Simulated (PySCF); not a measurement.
Dimethyl sulfide, C₂H₆S.
Cartesian coordinates in Å at the GFN2-xTB level; atoms count from 1:
```xyz
9
C2H6S angstrom
C     -1.3699   -0.1001   -0.0372
S      0.0823   -1.1200   -0.4162
C      1.3746    0.0760    0.0226
H     -1.3615    0.7886   -0.6623
H     -2.2457   -0.7010   -0.2574
H     -1.3590    0.1717    1.0149
H      2.3282   -0.4051   -0.1647
H      1.2763    0.9615   -0.5994
H      1.2882    0.3345    1.0745
```

The closed-shell ground state was solved at several levels (PySCF, density fitting, gas phase, non-relativistic).

```csv
level,basis functions,total energy (Eh),HOMO (eV),LUMO (eV),gap (eV),dipole (D)
CAM-B3LYP/def2-SVPD,115,-477.7904,-7.63,1.36,8.99,1.69
PBE0/def2-SVPD,115,-477.5952,-6.28,0.64,6.92,1.72
```

Problem. Estimate the row for PBE0/pcSseg-1, a basis of 88 functions; the other rows only guide the guess.

Solution. Total energy -477.7399 Eh, HOMO -6.26 eV, LUMO 1.17 eV, gap 7.43 eV, dipole 1.72 D.

Problem. Over all these levels, which gives the widest orbital gap and which the narrowest?

Solution. CAM-B3LYP/def2-SVPD (range-separated hybrid) has the widest, 8.99 eV, and PBE0/def2-SVPD (global hybrid, 25 % exact exchange) the narrowest, 6.92 eV. The two share the basis. From the narrowest to the widest the HOMO moves by -1.35 eV and the LUMO by +0.72 eV.

Problem. How far do the dipole and the HOMO energy spread over the levels?

Solution. The dipole runs from 1.69 to 1.72 D (mean 1.71 D) and the HOMO from -7.63 to -6.26 eV.
